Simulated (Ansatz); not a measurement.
Basis-set extrapolation for trichlorosilane (`Cl[SiH](Cl)Cl`) (PBE0-D4/def2-TZVP geometry, frozen core, Ansatz 0.2.0). Multiplicity 1, RHF reference.

```csv
,cc-pV(T+d)Z,cc-pV(Q+d)Z
HF,-1668.257876,-1668.272351
MP2 correlation,-0.679839,-0.749109
CCSD(T) correlation,-0.764348,-0.835051
```

Energies in hartree. Use E(X) = E(∞) + A·exp(−5.46·√X) for Hartree–Fock and E(X) = E(∞) + B·X^(−3.05) for correlation, with X = 3 and 4.

**Question.** What is the CCSD(T) energy at the basis-set limit?

**Answer.** HF limit: -1668.272351 + (-0.014475) × 0.30130 = -1668.27671. Correlation limit: -0.835051 + (-0.070703) × 0.71189 = -0.88538. Total: -1669.16209 hartree, 367.2 kJ/mol below CCSD(T)/cc-pV(T+d)Z.
